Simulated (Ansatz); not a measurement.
Ansatz (a quantum-chemistry and plane-wave program) input (B3LYP/aug-cc-pVDZ):

Ansatz 0.2 input:
```yaml
crystal:
  periodic: [false, false, false]
  atoms:
    - {symbol: C, position_ang: [0.03744685, 0.00324337, 0.50825858]}
    - {symbol: F, position_ang: [-0.03836255, 1.09650981, -0.24435931]}
    - {symbol: F, position_ang: [-0.08494317, -1.09763667, -0.22692580]}
    - {symbol: H, position_ang: [0.88507040, -0.00931849, 1.19201449]}
basis:
  gaussian:
    orbitals: aug-cc-pVDZ
hamiltonian:
  xc: {name: B3LYP}
magnetization: {spin_polarized: true, initial_magnetization: 1}
```

Output:

```
Functional definition: B3LYP
integrals: 0.02 GiB planned
664 factors; their error is unknown
mean field: 0.24 GiB planned
mean field evaluation 1: about -6484.7035 eV, gradient 1.8e1 eV
mean field evaluation 2: about -6484.5029 eV, gradient 2.1e1 eV
mean field evaluation 4: about -6485.7850 eV, gradient 7.8e-1 eV
mean field evaluation 8: about -6485.8089 eV, gradient 2.0e-1 eV
mean field evaluation 16: about -6485.8090 eV, gradient 2.9e-5 eV
mean field -6485.80903396 eV, -238.3490857589 hartree, gradient 2.9e-5 eV, S^2 0.752209; 0 other end points of the search recorded, 0 dependent functions left out
reference -6485.80927387 eV, -238.3490945751 hartree; 13, 12 occupied and 65, 66 virtual orbitals, 664 factors
Total energy: -6485.80927387 eV, -238.3490945751 hartree
```
